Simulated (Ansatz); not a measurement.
Reaction (homolysis of the F–Si bond): `C[SiH2]F` → F• + `C[SiH2]`•

Calculated with Ansatz (gas phase, PBE0-D4/def2-TZVP geometries, no zero-point term in ΔE). CCSD(T)/CBS adds triple-zeta CCSD(T) − MP2 to the extrapolated MP2 energy (def2 sets, frozen cores). This one scheme is used for every species, atoms too. DFT in def2-TZVPP. Open shells (•) are unrestricted, without spin–orbit coupling. Spin–orbit coupling would lower the free atoms: a little for F.

CCSD(T)/CBS gives +158.2 kcal/mol.

Q: Another level gave +150.4 kcal/mol. Which?
A. r2SCANh/def2-TZVPP
B. BHLYP-D4/def2-TZVPP
C. ωB97X-V/def2-TZVPP
D. PBE-D4/def2-TZVPP

A: A. r2SCANh 150.4, PBE-D4 154.0, ωB97X-V 155.9, BHLYP-D4 147.7 kcal/mol.

Largest T1 diagnostic among the species: 0.012.

Leaving LDA and LC-ωPBE aside and taking each functional with its dispersion term where it has one, the values, not all of them listed here, spread over 9.2 kcal/mol, from BHLYP-D4 to ωB97M-V. LDA lies +21.3 kcal/mol from PBE without D4, its usual overbinding. From BLYP to BHLYP (50 % exact exchange), in def2-TZVPP and without D4, ΔE moves by −5.2 kcal/mol: exact exchange takes away binding that semilocal exchange gives to molecules. In def2-TZVPP, CCSD(T) changes the Hartree–Fock value by +34.8 kcal/mol (the triples alone add +2.1 kcal/mol) and MP2 by +42.7 kcal/mol; breaking electron pairs costs correlation energy, which Hartree–Fock lacks.

CCSD(T)/CBS has its own doubt, a few kJ/mol and more with outer-core shells, so smaller differences from it don't rank the levels.
